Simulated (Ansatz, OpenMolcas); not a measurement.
Errors in the dipole moment

6 molecules with nitrogen; the dipole moment in D, computed less measured. Shapes, held fixed at every level: PBE0-D4/def2-TZVP. No vibrational averaging. Dipoles are compared by magnitude; molecules under 1 D, whose direction can flip, are left out. Programs: Ansatz 0.2.0, OpenMolcas 26.06. Measured values: NIST CCCBDB.

Levels: A = r2SCAN-D4/def2-TZVPP; B = B3LYP/6-31G* (spherical functions); C = wB97M-V/def2-TZVPP.

| molecule | measured | A | B | C |
| --- | --- | --- | --- | --- |
| NS (SMILES [N]=S) | 1.81 | -0.01 | -0.08 | +0.11 |
| HCN (hydrogen cyanide) | 2.98 | +0.04 | -0.08 | +0.06 |
| NOF (nitrosyl fluoride) | 1.81 | -0.48 | -0.70 | -0.36 |
| NH3 (ammonia) | 1.47 | +0.12 | +0.37 | +0.14 |
| C2F3N (cyanotrifluoromethane) | 1.33 | +0.16 | +0.14 | +0.07 |
| CH5N (methylamine) | 1.31 | -0.03 | +0.10 | 0.00 |

Problem. Which level does best on this set, which worst, and which err to one side?

Solution. 
| level | kind | mean error | mean absolute error | worst case |
| --- | --- | --- | --- | --- |
| r2SCAN-D4/def2-TZVPP | meta-GGA | -0.033 | 0.140 | NOF |
| B3LYP/6-31G* (spherical functions) | global hybrid | -0.042 | 0.245 | NOF |
| wB97M-V/def2-TZVPP | range-separated hybrid | +0.003 | 0.123 | NOF |

On this set wB97M-V/def2-TZVPP has the smallest mean absolute error and B3LYP/6-31G* (spherical functions) the largest. No level errs clearly to one side. All levels miss NOF on one side: the cause may be the shape, the tabulated value or an error that the levels share. The levels differ in basis as well as in method. The tabulated values of NOF, C2F3N are in doubt (older tables, estimates, or at odds with other calculations) and kept here. Over the 4 molecules whose values aren't doubted the mean absolute errors are A 0.050; B 0.158; C 0.077. The smallest two are near a tie. Open shells run unrestricted. The set is small.
